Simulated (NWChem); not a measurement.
**Ionisation of Si**

```
Si
```
Charge 0, spin multiplicity 3.

All runs are NWChem calculations.

Basis set: def2-TZVPD. The species with one electron less has spin multiplicity 2. Δ marks differences of total energies (open shells unrestricted). −ε marks an orbital energy of the parent. That orbital need not have the symmetry of the hole or added electron in the Δ rows.

B3LYP has NWChem's definition, with VWN1-RPA local correlation. The stability of the SCF solutions was not checked.

### Question
Order these methods by the first vertical ionisation energy they give, lowest first: −ε(alpha HOMO) of BP86, −ε(alpha HOMO) of M06-2X, −ε(alpha HOMO) of B3LYP, ΔBP86.

### Answer
−ε(alpha HOMO) of BP86 (4.63 eV), −ε(alpha HOMO) of B3LYP (5.26 eV), −ε(alpha HOMO) of M06-2X (6.24 eV), ΔBP86 (8.25 eV)
